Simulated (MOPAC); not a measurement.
MOPAC input (AM1):

```
AM1 1SCF UHF MS=0.5 GEO-OK AUX(PRECISION=9) THREADS=1
C4H9

C     0.63874074 1    1.89342072 1    0.00195313 1
C     0.70759502 1    0.41078658 1   -0.00085840 1
C    -0.67868192 1   -0.27216770 1    0.00012135 1
C    -0.57821489 1   -1.79458016 1   -0.00101925 1
H    -1.56665414 1   -2.25771799 1    0.00015324 1
H     0.51105224 1    2.44129269 1    0.92609949 1
H     0.56597606 1    2.44963775 1   -0.92296600 1
H    -0.04027726 1   -2.15383375 1    0.87959394 1
H    -0.04295922 1   -2.15268690 1   -0.88372300 1
H     1.25830305 1    0.06017311 1   -0.88002076 1
H     1.25857447 1    0.05724931 1    0.87754096 1
H    -1.24137110 1    0.06620165 1   -0.87423145 1
H    -1.23927780 1    0.06492752 1    0.87637274 1
```

What heat of formation does the run end on, and which ionisation energy by Koopmans theorem?

6.10 kcal/mol; 9.36 eV.
